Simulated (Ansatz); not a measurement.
One change: `CC1=C(N)S1` becomes `NC1=CS1`.

Ansatz, PBE0-D4/def2-TZVP geometries, multiplicity 1. Each molecule was computed in one conformer, which needn't be the lowest.

```
                             property  `CC1=C(N)S1`
    LUMO energy (PBE/def2-TZVPP) / eV         -0.67
   LUMO energy (PBE0/def2-TZVPP) / eV          0.31
HOMO–LUMO gap (B3LYP/def2-TZVPP) / eV          4.65
  HOMO–LUMO gap (PBE/def2-TZVPP) / eV          3.01
  HOMO energy (B3LYP/def2-TZVPP) / eV         -4.61
  LUMO energy (B3LYP/def2-TZVPP) / eV          0.04
```

**Question.** What does the change do to each property? (Estimate.)

**Answer.** The calculation gave: 
```
                             property  `NC1=CS1`  shift
    LUMO energy (PBE/def2-TZVPP) / eV      -0.91  -0.24
   LUMO energy (PBE0/def2-TZVPP) / eV       0.06  -0.25
HOMO–LUMO gap (B3LYP/def2-TZVPP) / eV       4.59  -0.06
  HOMO–LUMO gap (PBE/def2-TZVPP) / eV       2.93  -0.08
  HOMO energy (B3LYP/def2-TZVPP) / eV      -4.79  -0.18
  LUMO energy (B3LYP/def2-TZVPP) / eV      -0.20  -0.24
```

With PBE0 the HOMO falls by 0.19 eV and the LUMO falls by 0.25 eV, so the gap narrows by about 0.06 eV. PBE moves the HOMO by -0.16 eV and ωB97M-V by -0.21 eV.

B3LYP here is the variant with VWN-RPA as its local correlation; programs differ in this.
